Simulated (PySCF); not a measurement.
Task: Write Cartesian coordinates for 3,4-dimethylenecyclobut-1-ene (`C=C1C=CC1=C`) as optimised with GFN2-xTB.

Result: 
```xyz
12
C6H6 angstrom
C      1.3059   -1.1765   -0.8355
C      0.6684   -0.1479   -0.3061
C      0.9573    1.2713   -0.0389
C     -0.2617    1.4873    0.5017
C     -0.6826    0.0918    0.2928
C     -1.7620   -0.6330    0.5252
H      0.8432   -2.1456   -0.9132
H      2.3122   -1.0857   -1.2098
H      1.8224    1.8825   -0.2170
H     -0.7575    2.3399    0.9267
H     -1.8057   -1.6761    0.2623
H     -2.6386   -0.2085    0.9857
```

Any rigid rotation of these coordinates is as good. Atoms count from 1 in this order. The C–C distances run from 1.321 Å (C5=C6, drawn double) to 1.497 Å (C2–C5, drawn single), a spread of 0.176 Å. The 6 heavy atoms lie in one plane (0.000 Å rms). The 4-membered ring C2–C3–C4–C5 has internal angles of 87.1° to 92.8° (sum 360°, against 360° for a flat polygon); it is planar, 0.00 Å rms from its mean plane, widest ring torsion 0°.

Bonds between heavy atoms (Å): C1=C2 1.321, C2–C3 1.473, C3=C4 1.351, C4–C5 1.472, C5=C6 1.321, C2–C5 1.497.

The geometry is computed with GFN2-xTB (gas phase).

Point group: C2v (every atom within 0.08 Å of its image). GFN2-xTB frequencies: not computed here.
